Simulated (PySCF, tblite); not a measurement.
# C₃H₄FS₂ radical: geometry, infrared bands and EPR parameters

Aim: predict the infrared bands and EPR parameters of C₃H₄FS₂ radical (`F[C@@H]1S[CH]CS1`).

Computed with tblite 0.8.0 and PySCF 2.14.0, with density-fitted response routines of our own, on a single molecule in the gas phase. Atoms count from 0, in the outputs and in this text.

**1. The molecule as given**

10 atoms, charge 0, multiplicity 2; geometry from: force field or distance geometry start.

Bonds of the start (Å): F0–C1 1.38, C1–S2 1.81, S2–C3 1.73, C3–C4 1.49, C4–S5 1.81, S5–C1 1.81, C1–H6 1.09, C3–H7 1.08, C4–H8 1.09, C4–H9 1.10.

**2. Optimising the geometry with GFN2-xTB**

What the job is given:

```
{"job": {"kind": "relax", "xc": "GFN2-xTB", "basis": "xTB"}, "charge": 0, "multiplicity": 2}
F      2.040700    -0.618800     0.934400
C      1.498600     0.257800     0.023500
S      0.522600     1.489200     0.922600
C     -0.984100     0.638900     0.807000
C     -1.022700    -0.631200     0.032200
S      0.405700    -0.658800    -1.083900
H      2.324000     0.727900    -0.518100
H     -1.846700     0.982400     1.364600
H     -0.988200    -1.500900     0.691000
H     -1.941100    -0.681800    -0.567000
```

Launch:

```
$ OMP_NUM_THREADS=1 python probes_run.py task.json out
```

The driver reads the jobs from task.json and runs them one after another.

Standard output:

```text
step      E/eV     max force
  0    -533.52809    0.786
  1    -533.55000    0.395
  2    -533.56083    0.178
  3    -533.56297    0.151
  4    -533.56747    0.137
  5    -533.56882    0.110
  6    -533.57017    0.076
  7    -533.57105    0.091
  8    -533.57215    0.110
  9    -533.57325    0.120
 10    -533.57454    0.091
 11    -533.57605    0.115
 12    -533.57838    0.144
 13    -533.58248    0.222
 14    -533.58846    0.347
 15    -533.59559    0.366
 16    -533.60543    0.229
 17    -533.61060    0.361
 18    -533.61329    0.375
 19    -533.61877    0.196
 20    -533.62273    0.177
 21    -533.62547    0.158
 22    -533.62672    0.097
 23    -533.62742    0.060
 24    -533.62797    0.065
 25    -533.62857    0.077
 26    -533.62914    0.068
 27    -533.62959    0.055
 28    -533.62994    0.045
 29    -533.63023    0.052
 30    -533.63051    0.044
 31    -533.63070    0.043
 32    -533.63082    0.033
 33    -533.63089    0.025
 34    -533.63095    0.024
 35    -533.63100    0.025
 36    -533.63105    0.021
 37    -533.63109    0.014
 38    -533.63112    0.013
 39    -533.63115    0.013
 40    -533.63118    0.018
 41    -533.63123    0.024
 42    -533.63130    0.023
 43    -533.63137    0.024
 44    -533.63143    0.021
 45    -533.63147    0.020
 46    -533.63151    0.016
 47    -533.63154    0.014
 48    -533.63156    0.012
 49    -533.63157    0.010
```

Wall time 0.25 s (1 thread of Arm Neoverse V1, shared host).

The steps of the relaxation: (not every step is listed)

| step | energy from step 0 (eV) | largest force (eV/Å) |
| --- | --- | --- |
| 0 | 0.0000 | 0.7864 |
| 1 | -0.0219 | 0.3946 |
| 2 | -0.0327 | 0.1779 |
| 3 | -0.0349 | 0.1510 |
| 4 | -0.0394 | 0.1375 |
| 5 | -0.0407 | 0.1101 |
| 6 | -0.0421 | 0.0761 |
| 7 | -0.0430 | 0.0912 |
| 8 | -0.0441 | 0.1103 |
| 11 | -0.0480 | 0.1148 |
| 14 | -0.0604 | 0.3467 |
| 17 | -0.0825 | 0.3614 |
| 20 | -0.0946 | 0.1772 |
| 23 | -0.0993 | 0.0604 |
| 26 | -0.1010 | 0.0684 |
| 29 | -0.1021 | 0.0524 |
| 32 | -0.1027 | 0.0327 |
| 35 | -0.1029 | 0.0255 |
| 38 | -0.1030 | 0.0131 |
| 41 | -0.1031 | 0.0240 |
| 44 | -0.1033 | 0.0212 |
| 45 | -0.1034 | 0.0202 |
| 46 | -0.1034 | 0.0163 |
| 47 | -0.1034 | 0.0140 |
| 48 | -0.1035 | 0.0123 |
| 49 | -0.1035 | 0.0100 |

Distances of close pairs at the start and the end, largest changes first:

| bond | before (Å) | after (Å) | change (Å) |
| --- | --- | --- | --- |
| C4–S5 | 1.813 | 1.876 | +0.063 |
| C1–S2 | 1.810 | 1.858 | +0.047 |
| C3–C4 | 1.488 | 1.454 | -0.034 |
| S2–C3 | 1.734 | 1.707 | -0.027 |
| F0–C1 | 1.376 | 1.360 | -0.016 |
| C3–H7 | 1.083 | 1.071 | -0.012 |
| C4–H9 | 1.098 | 1.087 | -0.011 |
| C1–S5 | 1.806 | 1.801 | -0.005 |

The end geometry stands in the next job.

**3. Harmonic vibrations with GFN2-xTB**

What the job is given:

```
{"job": {"kind": "ir", "xc": "GFN2-xTB", "basis": "xTB"}, "charge": 0, "multiplicity": 2}
F      2.045214    -0.763588     0.788922
C      1.459277     0.205607     0.036168
S      0.507714     1.330665     1.167651
C     -1.017207     0.635939     0.840367
C     -1.016955    -0.623489     0.113739
S      0.333331    -0.495467    -1.181687
H      2.252100     0.774051    -0.453977
H     -1.881302     1.255385     0.971317
H     -0.717667    -1.484562     0.717141
H     -1.955622    -0.829887    -0.393404
```

Standard output:

```text
mode    cm-1     km/mol
  1      91.3      5.02
  2     198.9      2.61
  3     295.0      0.13
  4     329.2     10.30
  5     396.3     18.93
  6     452.1      9.54
  7     473.8      4.84
  8     603.9     14.97
  9     613.5      4.92
 10     704.8      3.12
 11     798.9      8.01
 12     884.8      9.31
 13     982.3    157.46
 14    1033.4      2.79
 15    1069.3      2.65
 16    1139.1      1.61
 17    1145.4     13.12
 18    1210.6      5.57
 19    1233.6     17.99
 20    1417.2      2.72
 21    2921.0      2.80
 22    2974.6      2.75
 23    3030.7      2.82
 24    3153.1      0.07
```

It took 0.25 s on 1 thread of Arm Neoverse V1, shared host.

Which atoms move in the most intense modes:

| cm⁻¹ | km/mol | atoms |
| --- | --- | --- |
| 329 | 10.3 | F0 48 %, S5 23 %, S2 19 % |
| 396 | 18.9 | H7 38 %, C3 35 %, S5 15 % |
| 452 | 9.5 | S5 32 %, S2 20 %, F0 19 %, C1 12 % |
| 604 | 15.0 | C4 67 %, S5 14 % |
| 885 | 9.3 | H9 25 %, H8 23 %, C3 20 %, C4 18 % |
| 982 | 157.5 | C1 60 %, F0 38 % |
| 1145 | 13.1 | H9 44 %, H8 30 %, C4 20 % |
| 1234 | 18.0 | H6 90 % |

**4. EPR parameters: B3LYP/pcH-1**

Settings changed since step 3:

```diff
@@ -1,2 +1,2 @@
-{"job": {"kind": "ir", "xc": "GFN2-xTB", "basis": "xTB"}, "charge": 0, "multiplicity": 2}
+{"job": {"kind": "epr", "basis": "pcH-1"}, "charge": 0, "multiplicity": 2}
 F      2.045214    -0.763588     0.788922
```

Level: UKS B3LYP, pcH-1 on C F H S, non-relativistic, mean-field spin-orbit, GIAO.

Standard output:

```text
UKS, coarse grid
  cycle   1  E = -1012.84828635  |g| = 4.13e-01
  cycle   2  E = -1012.76255215  |g| = 6.50e-01
  cycle   3  E = -1012.90410573  |g| = 5.57e-02
  cycle   4  E = -1012.90533112  |g| = 3.17e-02
  cycle   5  E = -1012.90587256  |g| = 9.79e-03
  cycle   6  E = -1012.90592505  |g| = 4.27e-03
  cycle   7  E = -1012.90593813  |g| = 1.21e-03
  cycle   8  E = -1012.90593948  |g| = 8.04e-04
UKS, final grid
  cycle   1  E = -1012.90596601  |g| = 1.07e-03
  cycle   2  E = -1012.90596525  |g| = 1.65e-03
  cycle   3  E = -1012.90596661  |g| = 1.15e-04
  cycle   4  E = -1012.90596662  |g| = 3.94e-05
  cycle   5  E = -1012.90596662  |g| = 2.15e-05
E = -1012.90596662 Eh   <S^2> = 0.7551 (exact 0.7500)
g shifts (ppm)      1          2          3
  rmc          -173       -173       -173
  gc             10         33         23
  oz_so       -1961       3278       5482
  total       -2123       3138       5331
hyperfine (MHz)  atom isotope    a_iso     a_fc   dipolar eigenvalues
    0   19F      56.30      56.16     -4.06     -1.43      5.50
    1   13C       8.52       8.58     -2.50     -2.00      4.50
    2   33S      12.33      12.73    -21.74    -19.28     41.02
    3   13C      87.48      87.26    -68.92    -67.67    136.59
    4   13C     -27.79     -27.78     -3.90      0.15      3.75
    5   33S       9.88       9.85     -8.65     -8.10     16.75
    6    1H      -0.45      -0.44     -2.72     -0.97      3.69
    7    1H     -35.68     -35.75    -32.31     -1.52     33.83
    8    1H     100.90     100.90     -4.81     -2.57      7.37
    9    1H       7.97       7.98     -4.70     -3.25      7.96
```

It took 50 s on 1 thread of Arm Neoverse V1, shared host; peak memory 0.8 GiB.

Principal g values 2.00020, 2.00546, 2.00765; g(iso) = 2.00443, against 2.00232 for a free electron.

Hyperfine couplings, nucleus by nucleus at this fixed geometry (no averaging over rotations):

| nuclei | isotope | a(iso) (MHz) | a(iso) (G, at g = 2.0023) | largest dipolar term (MHz) |
| --- | --- | --- | --- | --- |
| H8 | 1H | 100.9 | 36.0 | 7.4 |
| C3 | 13C | 87.5 | 31.2 | 136.6 |
| F0 | 19F | 56.3 | 20.1 | 5.5 |
| H7 | 1H | -35.7 | -12.7 | 33.8 |
| C4 | 13C | -27.8 | -9.9 | -3.9 |
| S2 | 33S | 12.3 | 4.4 | 41.0 |
| S5 | 33S | 9.9 | 3.5 | 16.8 |
| C1 | 13C | 8.5 | 3.0 | 4.5 |
| H9 | 1H | 8.0 | 2.8 | 8.0 |
| H6 | 1H | -0.4 | -0.2 | 3.7 |

Mulliken spin populations:

| atom | value (e) |
| --- | --- |
| F0 | 0.00 |
| C1 | 0.01 |
| S2 | 0.16 |
| C3 | 0.79 |
| C4 | -0.06 |
| S5 | 0.08 |
| H6 | 0.00 |
| H7 | -0.03 |
| H8 | 0.04 |
| H9 | 0.00 |

In first order the couplings over 0.8 MHz of 1H, 19F give 16 distinct lines over 71.6 G.

The fields below are evaluated on a grid from the run's orbitals.

ELF in a plane through or near 5 of the atoms.

Ten even steps from '0' (0.00) to '9' (0.97):
```
0000000000000000000000000000
0000000000000000000000000000
0000000002344310000000000000
0000000015788641000000000000
0000000027899861002431000000
0000000027842452148995100000
0000000016646256589997200000
0000000015713287379995100000
0000000125886674237640000000
0000000234674126886200000000
0000001355442026775210000000
0000002466421145225552000000
0000012442111248767775200000
0000001220013226765564100000
0000000000045201221221000000
0000000000255200000000000000
0000000001243100000000000000
0000000000011000000000000000
0000000000000000000000000000
0000000000000000000000000000
```
The map spans 9.9 Å across and 8.4 Å up, centred on the molecule. Atoms in the plane (x, y in Å): C1 (-1.5, 0.0), S2 (-0.5, 1.6), C3 (1.0, 0.9), C4 (1.0, -0.6), H7 (1.8, 1.5).

log10 of the density (e/Å³) in the same plane.

Ten even steps from ' ' (-4.0) to '@' (2.1):
```
                    ..........                          
                ..::::::::::::....                      
              ..::------------::::......                
            ..::--======++====----::::::::..            
          ..::----==++****++++====--------::..          
          ..::--==++****##****++++++++====--::..        
        ..::::--==++**%%@@##**********++++----..        
      ..::::--====++**##%%##**********++++----..        
      ..::--==++++**************####**++==--::..        
      ::::====++********++++++********++==--::..        
      ::--==++**********++++++********++==--::..        
      ::--==++********++++++++**##****++==----....      
      ..::====++**++++++++++++********++++----::..      
        ..--====++======++++++++**++++++==--::..        
          ::::----======================----::..        
            ..::::----======------------::::..          
              ..::::----------::::::::::....            
                ....::::::::::........                  
                      ........                          
                                                        
```
The map spans 9.9 Å across and 8.4 Å up, centred on the molecule. Atoms in the plane (x, y in Å): C1 (-1.5, 0.0), S2 (-0.5, 1.6), C3 (1.0, 0.9), C4 (1.0, -0.6), H7 (1.8, 1.5).

On the surface of density 0.002 e/bohr³ the electrostatic potential runs, from the 1st to the 99th percentile, from -0.86 V near F0 to 1.30 V near H6.

The spin density lies nearest to C3 53 %; S2 18 %; H7 8 %; S5 7 %.

**5. Results**

| quantity | value |
| --- | --- |
| strongest single infrared mode (GFN2-xTB) | 982 cm⁻¹, 157 km/mol |
| zero-point energy (GFN2-xTB) | 38.8 kcal/mol |
| g(iso) (B3LYP) | 2.00443 |
| ⟨S²⟩ | 0.755 (exact 0.75) |
| largest a(iso) | 1H on H8, 100.9 MHz |
| surface potential, 1st and 99th percentile | -0.86 V and 1.30 V |

**Reading.** Over 49 steps the energy fell by 0.103 eV; of the close pairs, C4–S5 changed most, 1.813 to 1.876 Å. All 24 modes are real, so the xTB geometry is a minimum. The strongest single mode, at 982 cm⁻¹, moves mainly C1 and F0. GFN2-xTB is a fitted tight-binding method: band positions and strengths are rough. Its intensities can rank the bands wrongly. Most of the unpaired spin sits on C3 (0.79 e). The isotropic g lies 2.1 ppt above the free-electron value.
